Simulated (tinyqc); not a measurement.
UHF in the sto-3g basis, for OH+, spin multiplicity 3, step by step (part 2 of 2). Computed by tinyqc, a small Python program that keeps every step (integrals from PySCF). Command: `OMP_NUM_THREADS=1 python tinyqc.py 20673 20674 out.jsonl` (the two numbers bound the seeds that draw the settings). One thread of a shared host (Intel(R) Xeon(R) Processor @ 2.60GHz), about 0.2 s of CPU time with the checks.

Geometry (angstrom):
```
atom        x        y        z
O     0.00000  0.00000  0.00000
H     0.00000  0.00000  1.65100
```

## Iteration 3: DIIS over 3 matrices

error matrix X^T (FDS - SDF) X (alpha):
```
          1         2        3        4         5         6
1   0.00000   0.00052  0.00000  0.00000   0.00147  -0.00462
2  -0.00052   0.00000  0.00000  0.00000   0.00304  -0.00372
3   0.00000   0.00000  0.00000  0.00000   0.00000   0.00000
4   0.00000   0.00000  0.00000  0.00000   0.00000   0.00000
5  -0.00147  -0.00304  0.00000  0.00000   0.00000   0.01649
6   0.00462   0.00372  0.00000  0.00000  -0.01649   0.00000
```

B (overlaps of the stored error matrices), lower triangle:
```
                1              2              3
1   1.7780951e-01
2  -1.6292971e-02  3.4561010e-02
3  -5.4832567e-03  1.3883203e-02  6.3152736e-03
```

Minimise |sum c_i e_i|^2 with sum c_i = 1: solve [B -1; -1 0][c; lambda] = [0; -1] with B_ij = tr e_i^T e_j summed over both spins, and take F = sum c_i F_i.

DIIS coefficients: 0.00703  -0.56742  1.56039

extrapolated F(alpha) (hartree), lower triangle:
```
            1O 1s     1O 2s    1O 2px    1O 2py    1O 2pz     2H 1s
1O 1s   -20.98871
1O 2s    -5.35514  -3.06369
1O 2px    0.00000   0.00000  -1.05767
1O 2py    0.00000   0.00000   0.00000  -1.05767
1O 2pz   -0.00906  -0.04519   0.00000   0.00000  -0.91261
2H 1s    -0.25613  -0.37715   0.00000   0.00000  -0.33627  -0.45772
```

extrapolated F(beta) (hartree), lower triangle:
```
            1O 1s     1O 2s    1O 2px    1O 2py    1O 2pz     2H 1s
1O 1s   -20.92125
1O 2s    -5.27320  -2.67972
1O 2px    0.00000   0.00000  -0.12787
1O 2py    0.00000   0.00000   0.00000  -0.12787
1O 2pz   -0.00884  -0.02653   0.00000   0.00000  -0.72781
2H 1s    -0.25150  -0.35918   0.00000   0.00000  -0.35741  -0.54231
```

## Iteration 3: diagonalisation and new density

X, lower triangle:
```
           1O 1s     1O 2s   1O 2px   1O 2py    1O 2pz    2H 1s
1O 1s    1.02208
1O 2s   -0.12388   1.03124
1O 2px   0.00000   0.00000  1.00000
1O 2py   0.00000   0.00000  0.00000  1.00000
1O 2pz  -0.00118   0.00932  0.00000  0.00000   1.00932
2H 1s    0.00855  -0.07948  0.00000  0.00000  -0.07984  1.01831
```

Diagonalise F' = X^T F X, C = X C', fill 5 alpha and 3 beta electrons from the bottom; D(s) = C_occ C_occ^T. Each column has its largest component positive (the first on a tie).

F' = X^T F X (alpha) (hartree), lower triangle:
```
           1         2         3         4         5         6
1  -20.62048
2   -2.66338  -2.15849
3    0.00000   0.00000  -1.05767
4    0.00000   0.00000   0.00000  -1.05767
5   -0.01096  -0.02121   0.00000   0.00000  -0.87892
6    0.00517  -0.15650   0.00000   0.00000  -0.23736  -0.38336
```

orbital energies (alpha) (hartree): MO1 -20.99705, MO2 -1.80138, MO3 -1.05767, MO4 -1.05767, MO5 -0.96738, MO6 -0.27544

coefficients C (alpha):
```
             MO1       MO2       MO3      MO4       MO5       MO6
1O 1s    0.99468  -0.26274   0.00000  0.00000   0.02490   0.03209
1O 2s    0.02165   1.02101   0.00000  0.00000  -0.11291  -0.17182
1O 2px   0.00000   0.00000   0.98566  0.16872   0.00000   0.00000
1O 2py   0.00000   0.00000  -0.16872  0.98566   0.00000   0.00000
1O 2pz   0.00077   0.05156   0.00000  0.00000   0.91034  -0.44024
2H 1s   -0.00188   0.03627   0.00000  0.00000   0.29365   0.98090
```

F' = X^T F X (beta) (hartree), lower triangle:
```
           1         2         3         4         5         6
1  -20.56483
2   -2.63339  -1.77304
3    0.00000   0.00000  -0.12787
4    0.00000   0.00000   0.00000  -0.12787
5   -0.01334   0.00316   0.00000   0.00000  -0.68744
6    0.00483  -0.16329   0.00000   0.00000  -0.26874  -0.46672
```

orbital energies (beta) (hartree): MO1 -20.92690, MO2 -1.44042, MO3 -0.85493, MO4 -0.26977, MO5 -0.12787, MO6 -0.12787

coefficients C (beta):
```
             MO1       MO2       MO3       MO4      MO5       MO6
1O 1s    0.99569  -0.25596   0.04042   0.03911  0.00000   0.00000
1O 2s    0.01768   1.00608  -0.18405  -0.19703  0.00000   0.00000
1O 2px   0.00000   0.00000   0.00000   0.00000  0.03543   0.99937
1O 2py   0.00000   0.00000   0.00000   0.00000  0.99937  -0.03543
1O 2pz   0.00068   0.05311   0.80573  -0.61088  0.00000   0.00000
2H 1s   -0.00153   0.09995   0.47546   0.90204  0.00000   0.00000
```

D(alpha) after iteration 3, lower triangle:
```
           1O 1s     1O 2s   1O 2px   1O 2py   1O 2pz    2H 1s
1O 1s    1.05904
1O 2s   -0.24954   1.05567
1O 2px   0.00000   0.00000  1.00000
1O 2py   0.00000   0.00000  0.00000  1.00000
1O 2pz   0.00988  -0.05012  0.00000  0.00000  0.83139
2H 1s   -0.00409   0.00384  0.00000  0.00000  0.26919  0.08755
```

D(beta) after iteration 3, lower triangle:
```
           1O 1s     1O 2s   1O 2px   1O 2py   1O 2pz    2H 1s
1O 1s    1.05854
1O 2s   -0.24735   1.04638
1O 2px   0.00000   0.00000  0.00000
1O 2py   0.00000   0.00000  0.00000  0.00000
1O 2pz   0.01965  -0.09484  0.00000  0.00000  0.65202
2H 1s   -0.00789   0.01302  0.00000  0.00000  0.38840  0.23605
```

Within a degenerate level the vectors are fixed only up to a rotation; this is one choice.

## Iteration 13 (converged): orbitals

converged F(alpha) (hartree), lower triangle:
```
            1O 1s     1O 2s    1O 2px    1O 2py    1O 2pz     2H 1s
1O 1s   -21.13245
1O 2s    -5.39330  -3.18209
1O 2px    0.00000   0.00000  -1.15745
1O 2py    0.00000   0.00000   0.00000  -1.15745
1O 2pz   -0.00731  -0.04465   0.00000   0.00000  -1.11598
2H 1s    -0.25730  -0.36773   0.00000   0.00000  -0.27548  -0.26295
```

converged F(beta) (hartree), lower triangle:
```
            1O 1s     1O 2s    1O 2px    1O 2py    1O 2pz     2H 1s
1O 1s   -21.06875
1O 2s    -5.29572  -2.72179
1O 2px    0.00000   0.00000  -0.20291
1O 2py    0.00000   0.00000   0.00000  -0.20291
1O 2pz   -0.00742  -0.00332   0.00000   0.00000  -0.55630
2H 1s    -0.25237  -0.36022   0.00000   0.00000  -0.36402  -0.69667
```

As before.

F' = X^T F X (alpha) (hartree), lower triangle:
```
           1         2         3         4         5         6
1  -20.76283
2   -2.67070  -2.27730
3    0.00000   0.00000  -1.15745
4    0.00000   0.00000   0.00000  -1.15745
5   -0.00845  -0.02833   0.00000   0.00000  -1.09468
6    0.00490  -0.15193   0.00000   0.00000  -0.17374  -0.19481
```

orbital energies (alpha) (hartree): MO1 -21.14096, MO2 -1.91467, MO3 -1.15745, MO4 -1.15745, MO5 -1.12337, MO6 -0.15060

coefficients C (alpha):
```
             MO1       MO2       MO3      MO4       MO5       MO6
1O 1s    0.99463  -0.26380   0.00000  0.00000   0.01757   0.02974
1O 2s    0.02186   1.02565   0.00000  0.00000  -0.07488  -0.16477
1O 2px   0.00000   0.00000   0.88889  0.45812   0.00000   0.00000
1O 2py   0.00000   0.00000  -0.45812  0.88889   0.00000   0.00000
1O 2pz   0.00070   0.05463   0.00000  0.00000   0.97735  -0.25884
2H 1s   -0.00192   0.01072   0.00000  0.00000   0.10295   1.01932
```

F' = X^T F X (beta) (hartree), lower triangle:
```
           1         2         3         4         5         6
1  -20.71387
2   -2.63331  -1.81464
3    0.00000   0.00000  -0.20291
4    0.00000   0.00000   0.00000  -0.20291
5   -0.01486   0.02802   0.00000   0.00000  -0.51220
6    0.00301  -0.15074   0.00000   0.00000  -0.27871  -0.62443
```

orbital energies (beta) (hartree): MO1 -21.07394, MO2 -1.48117, MO3 -0.83792, MO4 -0.27209, MO5 -0.20291, MO6 -0.20291

coefficients C (beta):
```
             MO1       MO2       MO3       MO4      MO5       MO6
1O 1s    0.99588  -0.25559   0.04363  -0.03253  0.00000   0.00000
1O 2s    0.01691   1.00751  -0.20827   0.16264  0.00000   0.00000
1O 2px   0.00000   0.00000   0.00000   0.00000  0.95260  -0.30422
1O 2py   0.00000   0.00000   0.00000   0.00000  0.30422   0.95260
1O 2pz   0.00057   0.01638   0.59588   0.81845  0.00000   0.00000
2H 1s   -0.00146   0.10182   0.71815  -0.72362  0.00000   0.00000
```

D(alpha) after iteration 13, lower triangle:
```
           1O 1s     1O 2s   1O 2px   1O 2py   1O 2pz    2H 1s
1O 1s    1.05918
1O 2s   -0.25015   1.05805
1O 2px   0.00000   0.00000  1.00000
1O 2py   0.00000   0.00000  0.00000  1.00000
1O 2pz   0.00346  -0.01713  0.00000  0.00000  0.95820
2H 1s   -0.00293   0.00325  0.00000  0.00000  0.10120  0.01072
```

D(beta) after iteration 13, lower triangle:
```
           1O 1s     1O 2s   1O 2px   1O 2py   1O 2pz    2H 1s
1O 1s    1.05901
1O 2s   -0.24976   1.05874
1O 2px   0.00000   0.00000  0.00000
1O 2py   0.00000   0.00000  0.00000  0.00000
1O 2pz   0.02238  -0.10760  0.00000  0.00000  0.35535
2H 1s    0.00385  -0.04701  0.00000  0.00000  0.42960  0.52610
```

Within a degenerate level the vectors are fixed only up to a rotation; this is one choice.

## Convergence

Stop when the energy changes by less than 1e-09 hartree and every element of the error matrix X^T (F D S - S D F) X (for each spin) is below 9e-06.

Course of the cycle:
```
iteration  E (hartree)     change  largest element of the error matrix
1          -69.3033905          -                             1.91e-01
2          -73.9107104  -4.61e+00                             9.95e-02
3          -73.9462443  -3.55e-02                             5.17e-02
4          -73.9544667  -8.22e-03                             2.36e-02
5          -73.9566265  -2.16e-03                             2.17e-02
6          -73.9687849  -1.22e-02                             5.38e-03
7          -73.9686769   1.08e-04                             5.57e-03
8          -73.9689100  -2.33e-04                             2.84e-03
9          -73.9689685  -5.85e-05                             1.49e-03
10         -73.9689841  -1.56e-05                             4.91e-04
11         -73.9689860  -1.84e-06                             2.77e-05
12         -73.9689860  -6.19e-09                             3.04e-07
13         -73.9689860  -8.38e-13                             1.03e-08
```

PySCF UHF in the same basis, after a stability check = -73.9689860 hartree

Converged in 13 iterations.

## Populations, bond orders and dipole

overlap S, lower triangle:
```
          1O 1s    1O 2s   1O 2px   1O 2py   1O 2pz    2H 1s
1O 1s   1.00000
1O 2s   0.23670  1.00000
1O 2px  0.00000  0.00000  1.00000
1O 2py  0.00000  0.00000  0.00000  1.00000
1O 2pz  0.00000  0.00000  0.00000  0.00000  1.00000
2H 1s   0.01105  0.15073  0.00000  0.00000  0.15494  1.00000
```

Mulliken: Z minus the diagonal of D S on the atom; Loewdin: the same with S^(1/2) D S^(1/2); Mayer order: 2 sum_s sum (D(s) S)_ij (D(s) S)_ji over the two atoms.

Charges (e):
```
atom  Mulliken  Loewdin  Mulliken spin
1O     0.61247  0.62475        2.55877
2H     0.38753  0.37525       -0.55877
```

Mayer bond orders:
```
pair    order
2-1   0.53760
```

dipole moment about the origin, x y z (debye): 0.00000  0.00000  3.33730

<S^2> of the determinant (pure state: 2) = 2.40068
